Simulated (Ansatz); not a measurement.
# How far each method lies from full CI for P₂, singlet

Geometry: MP2(full)/6-31G*, from the G2/97 set.

```tsv
atom	x (Å)	y (Å)	z (Å)
P	0.0000	0.0000	0.0000
P	0.0000	0.0000	1.9323
```

Basis 6-31G; Ansatz 0.2.0. Only valence electrons are correlated (noble-gas cores frozen), which leaves 10 electrons in 16 orbitals. R marks a restricted (for open shells ROHF) determinant, U an unrestricted one. Active spaces: valence = (10e, 8o) chosen from the atoms' valence shells.

Full CI is exact within this basis and frozen core; it isn't the basis-set limit. The frozen core follows each run's orbitals, which can shift R against U totals by a few meV.

```
UHF ⟨S²⟩                          : 0.949
T1 diagnostic (RCCSD)             : 0.0125
largest doubles amplitude (RCCSD) : 0.160
```

| level | E − E(full CI) (kJ/mol) | share of correlation (%) | wall time |
| --- | --- | --- | --- |
| RHF | 394.1 | 0.00 | – |
| RMP2 | 13.1 | 96.69 | – |
| CISD | 51.9 | 86.84 | 0.82 s |
| RCCSD | 18.9 | 95.22 | – |
| RCCSD(T) | 6.3 | 98.41 | 0.37 s |
| BCCD(T) | 6.2 | 98.42 | 0.52 s |
| RCCSDT | 5.8 | 98.52 | – |
| CISDTQ | 3.8 | 99.03 | 2.6 s |
| RCCSDT(Q) | -0.2 | 100.04 | 1.6 s |
| RCCSDTQ | 0.6 | 99.84 | 9.1 s |
| CASSCF (valence space) | 98.8 | 74.93 | – |
| NEVPT2 (valence space) | 27.8 | 92.94 | 1 s |
| MRCISD (valence space) | 2.8 | 99.29 | – |
| MRCISD+Q (valence space) | 0.2 | 99.94 | 2 s |

The correlation energy at full CI, counted from RHF, is -4.084 eV. That run took 36 s on 1 thread of AMD EPYC 7R13, shared host over 2,388,528 determinants.

Run but not shown, since their state or frozen core can't be matched to the reference's or they repeat it: UHF.

Times hold each run's SCF and search for its determinant on a shared host, so for small cases they say little of a method's own cost; they ran on 1 thread of AMD EPYC 7R13.

The full-CI state has the irrep Ag of D2h, in the program's axes (one component, if the state is degenerate).

Natural occupations of full CI about the gap: 1.985 1.969 1.957 1.886 1.886 0.117 0.117 0.039 0.011 0.006; effectively unpaired electrons, Σ n²(2−n)², 0.21.

Atomization energy (electronic, same basis, no zero-point term; atoms at the same level, unrestricted beside the R rows where the molecule is a closed shell, with restricted open-shell steps beyond CCSDT(Q)) at full CI: 252.6 kJ/mol. Errors of other levels:

```
                   level  error (kJ/mol)
                     RHF          -310.4
                    RMP2            10.5
                    CISD           -50.9
                   RCCSD           -18.1
                RCCSD(T)            -6.1
                 BCCD(T)            -6.0
                  RCCSDT            -5.8
                  CISDTQ            -3.8
               RCCSDT(Q)             0.2
                 RCCSDTQ            -0.6
  CASSCF (valence space)           -14.7
  NEVPT2 (valence space)             2.9
  MRCISD (valence space)            -1.8
MRCISD+Q (valence space)            -0.2
```

This basis is far from its limit, so the value isn't to be set against a measured one. Truncated CI isn't size-consistent, which counts against it in atomization.
